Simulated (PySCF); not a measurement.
**SH⁺ at UHF-CCSD**

Level: UHF-CCSD. basis H def2-TZVPPD, S def2-TZVPPD; no relativity; PySCF 2.14.

For SH⁺, the state is ³Σ⁻ (triplet), unpaired electrons π ↑↑. The bond length is 2.574 bohr, the harmonic wavenumber is 2579 cm⁻¹ and the force constant is 3.83 mdyn/Å. The rotational constant Be is 9.300 cm⁻¹, the anharmonicity ωexe is 48.5 cm⁻¹ and the vibration–rotation constant αe is 0.279 cm⁻¹. The well depth De to H + S⁺ is 3.56 eV and the dissociation energy D0 is 3.40 eV.

Correlated steps freeze 5 core orbitals. For an ion De counts to the pair picked by the measured ionisation energies or electron affinities, which need not be the lowest pair at this level. The state is the lowest determinant that a PBE0 search found; another state may lie lower at other levels.
